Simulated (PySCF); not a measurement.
# NaN⁻: from constants to spectrum

ROHF-SCS-MP2 constants of NaN⁻, ⁴Σ⁻ (quartet), unpaired electrons σ ↑, π ↑↑ (PySCF, no relativity, basis sets Na aug-cc-pVDZ, N aug-cc-pVDZ; masses 22.9898 and 14.0031 u):

- ωe: 332.2 cm⁻¹
- ωexe: 3.11 cm⁻¹
- Be: 0.35715 cm⁻¹
- αe: 0.00527 cm⁻¹
- D (centrifugal): 1.65e-06 cm⁻¹
- De to Na⁻ + N: 0.72 eV

**Question.** Give the vibrational terms G(v) and spacings up to v = 6.

**Answer.** G(v) = ωe(v+½) − ωexe(v+½)².

```csv
v,G(v) (cm⁻¹),G(v) − G(v−1),Bv (cm⁻¹)
0,165.3,,0.3545
1,491.3,326.0,0.3492
2,811.1,319.8,0.3440
3,1124.6,313.5,0.3387
4,1431.9,307.3,0.3334
5,1733.0,301.1,0.3282
6,2027.9,294.9,0.3229
```

**Question.** How well does the Morse estimate ωe²/(4ωexe) reproduce De, and what is D0?

**Answer.** It gives 1.10 eV, 153 % of the computed De. D0 = De − G(0) = 0.72 − 0.02 = 0.70 eV.

Correlated steps freeze 2 core orbitals. Correlated levels converge slowly with the basis: in double zeta they bind strong bonds too weakly, by up to about 1 eV, and carry superposition errors of some tenths. For an ion De counts to the pair picked by the measured ionisation energies or electron affinities, which need not be the lowest pair at this level. The state is the lowest determinant that a PBE0 search found; another state may lie lower at other levels.
